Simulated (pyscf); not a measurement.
water (H₂O) + Cl–Zn–SeH → HO–Zn–Cl + H₂Se (four-centre exchange; singlet surface; H–O, Se–Zn broken, O–Zn, H–Se formed). PySCF, gas phase, ωB97X-D3(BJ)/def2-SVP geometries. Energies in kcal/mol from the separated reactants.

```tsv
level	barrier	reaction energy
ωB97X-D3(BJ)/def2-TZVP	___	+20.9
r²SCAN/def2-TZVP	9.3	+17.8
PBE0-D3(BJ)/def2-TZVP	11.4	+20.1
M06-2X/def2-TZVP	11.2	+20.1
ωB97M-D3(BJ)/def2-TZVP	___	___
HF/def2-TZVP	24.0	+19.8
```

### Question
Fill in the missing entries.

### Answer

- ωB97X-D3(BJ)/def2-TZVP, barrier: 12.0
- ωB97M-D3(BJ)/def2-TZVP, barrier: 13.4
- ωB97M-D3(BJ)/def2-TZVP, reaction energy: +18.2

On the reactant side the descent ends in an adduct with a O–Zn contact (not fully relaxed), 15.7 kcal/mol under the separated species and 27.7 kcal/mol under the saddle at ωB97X-D3(BJ)/def2-TZVP. On the product side the descent ends in an adduct with a Se–Zn contact, 13.2 kcal/mol under the separated species and 4.3 kcal/mol under the saddle at ωB97X-D3(BJ)/def2-TZVP. At ωB97X-D3(BJ)/def2-TZVP, r²SCAN, PBE0-D3(BJ), M06-2X, ωB97M-D3(BJ) the saddle lies under the separated products, which points to a path from their complex (located at ωB97X-D3(BJ) alone), and parting the products costs more than the saddle. What is counted as formed (O–Zn) is already present as a longer contact in the reactant adduct; forming that adduct is a step of its own. What is counted as broken (Se–Zn) persists as a longer contact in the product adduct; parting that adduct is a step of its own. This is the saddle that the search found; another between the same sides may lie lower. Elements up to Kr have no core potential and no relativistic terms here.
